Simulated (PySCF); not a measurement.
CF4. Atoms are numbered in the order given.

```xyz
5

F      0.7638    -0.7638     0.7638
C      0.0000     0.0000     0.0000
F     -0.7638    -0.7638    -0.7638
F     -0.7638     0.7638     0.7638
F      0.7638     0.7638    -0.7638
```
Charge 0, spin multiplicity 1.

Geometry: B3LYP-D3(BJ)/def2-SVP.

Computed with HF/pcSseg-2 in PySCF.

GIAO shieldings, no solvent; atoms alike by connectivity are averaged. δ = σ(ref) − σ: ¹⁹F against CFCl3 (σ = 237.3 ppm); ¹³C against TMS (σ = 193.3 ppm), references at their B3LYP-D3(BJ)/def2-TZVP geometries, non-relativistic.

### Question
Estimate the chemical shifts. (The exact figures need the calculation; the answer reports its results.)

### Answer

```
nucleus           atoms  count  δ (ppm)
-------  --------------  -----  -------
¹⁹F      F1, F3, F4, F5      4    -41.5
¹³C                  C2      1    115.8
```
